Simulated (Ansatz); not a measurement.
# BNH3 (SMILES B[NH]): the energy, rung by rung

BNH3: 5 atoms, total charge 0, spin state doublet. SMILES: `B[NH]`. The shape is that of a PBE0-D4/def2-TZVP optimisation.

```xyz
5

B    -0.3108   -0.3701   -0.0916
N     0.5312    0.6552   -0.0198
H    -0.4148   -1.1074    0.8625
H    -0.9641   -0.5731   -1.0819
H     1.2084    1.3217    0.2893
```

Each level gives the energy change with the B1–H4 bond stretched from 1.204 to 1.505 Å (eV). The values are calculated.

```json
{"level": "UHF/STO-3G", "kind": "Hartree–Fock", "program": "Ansatz", "value (eV)": "1.30", "less FCI/STO-3G": "+0.38", "CPU time (all runs)": "0.35 s"}
{"level": "USVWN5/STO-3G", "kind": "LDA", "program": "Ansatz", "value (eV)": "0.91", "less FCI/STO-3G": "-0.01", "CPU time (all runs)": "1.4 s"}
{"level": "U-revPBE/STO-3G", "kind": "GGA", "program": "Ansatz", "value (eV)": "0.87", "less FCI/STO-3G": "-0.05", "CPU time (all runs)": "2.3 s"}
{"level": "UBLYP/STO-3G", "kind": "GGA", "program": "Ansatz", "value (eV)": "0.86", "less FCI/STO-3G": "-0.06", "CPU time (all runs)": "2.1 s"}
{"level": "U-r2SCAN/STO-3G", "kind": "meta-GGA", "program": "Ansatz", "value (eV)": "0.99", "less FCI/STO-3G": "+0.07", "CPU time (all runs)": "5.7 s"}
{"level": "UB3LYP/STO-3G", "kind": "global hybrid", "program": "Ansatz", "value (eV)": "0.99", "less FCI/STO-3G": "+0.07", "CPU time (all runs)": "2.5 s"}
{"level": "U-wB97M-V/STO-3G", "kind": "range-separated hybrid", "program": "Ansatz", "value (eV)": "1.05", "less FCI/STO-3G": "+0.13", "CPU time (all runs)": "32 s"}
{"level": "RPA@PBE/STO-3G", "kind": "RPA", "program": "Ansatz", "value (eV)": "0.88", "less FCI/STO-3G": "-0.04", "CPU time (all runs)": "2.6 s"}
{"level": "UCCSDT/STO-3G", "kind": "coupled cluster or CI", "program": "Ansatz", "value (eV)": "0.92", "less FCI/STO-3G": "0.00", "CPU time (all runs)": "1 s"}
{"level": "FCI/STO-3G", "kind": "exact in the basis", "program": "Ansatz", "value (eV)": "0.92", "less FCI/STO-3G": "0.00", "CPU time (all runs)": "3.1 s"}
```

FCI/STO-3G is exact within its basis and frozen core, so for wave-function methods in that basis the difference is their error; functionals converge differently with the basis, so for them it is only a difference. The first shape isn't each level's own minimum. The values span 0.86 to 1.30 eV. All rows use very small basis sets, so even the best lies far from the true value. CPU times are rough (shared hosts, several kinds of processor): they show what a rung costs within a factor of a few.
